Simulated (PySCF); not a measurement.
**How methods differ on the ionisation energy of C**

C [He] 2s2 2p2 (3P) → C+ [He] 2s2 2p1 (2P), as a difference of total energies. All numbers are calculated (PySCF 2.14, no relativity, point nucleus, in pcseg-2 (4s3p2d1f, 30 functions)). Correlated levels: valence: 1s2 frozen. The calculations carry no spin-orbit coupling.

| method | ionisation energy (eV) | error (eV) |
| --- | --- | --- |
| UHF | 10.788 | -0.474 |
| PBE | 11.553 | +0.291 |
| M06-L | 11.407 | +0.145 |
| MP2 (valence) | 11.207 | -0.055 |
| SCS-MP2 (valence) | 11.081 | -0.181 |
| CCSD (valence) | 11.103 | -0.159 |
| CCSD(T) (valence) | 11.124 | -0.138 |

Reference: 11.262 eV (measured; NIST levels, between the centres of gravity of the two terms).

Errors of the correlated levels include the incompleteness of this basis and the frozen core.
